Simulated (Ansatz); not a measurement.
PO (SMILES O=[P]): the energy, rung by rung

The species is PO (2 atoms), meant as a doublet with charge 0. SMILES: `O=[P]`. The coordinates come from a GFN2-xTB relaxation.

```xyz
2

O     0.0000    0.0000    0.0000
P     0.0000    0.0000    1.4551
```

Each level gives the energy change with the O1–P2 bond stretched from 1.455 to 1.843 Å (eV). The values are calculated.

```
           level                   kind  program  value (eV)  less FCI/STO-3G  CPU time (all runs)
      UHF/STO-3G           Hartree–Fock   Ansatz       -0.36            -1.03               0.36 s
   USVWN5/STO-3G                    LDA   Ansatz        1.08            +0.41                1.9 s
    UBLYP/STO-3G                    GGA   Ansatz        0.76            +0.09                2.6 s
 U-r2SCAN/STO-3G               meta-GGA   Ansatz        1.05            +0.38                6.4 s
U-r2SCAN0/STO-3G        hybrid meta-GGA   Ansatz        0.99            +0.32                5.1 s
   UBHLYP/STO-3G          global hybrid   Ansatz        0.85            +0.18                2.2 s
     UMP2/STO-3G    perturbation theory   Ansatz        0.40            -0.27               0.57 s
    UCCSD/STO-3G  coupled cluster or CI   Ansatz        0.71            +0.04               0.87 s
      FCI/STO-3G     exact in the basis   Ansatz        0.67             0.00               0.74 s
```

FCI/STO-3G is exact within its basis and frozen core, so for wave-function methods in that basis the difference is their error; functionals converge differently with the basis, so for them it is only a difference. The first shape isn't each level's own minimum. The values span -0.36 to 1.08 eV. Spin contamination of the reference (⟨S²⟩ at least 0.1 too high) touches UHF/STO-3G, U-r2SCAN/STO-3G, U-r2SCAN0/STO-3G, UBHLYP/STO-3G, UMP2/STO-3G, UCCSD/STO-3G. All rows use very small basis sets, so even the best lies far from the true value. Times are those of the runs behind each value, whatever else they computed, on shared processors of several kinds: orders of magnitude only.
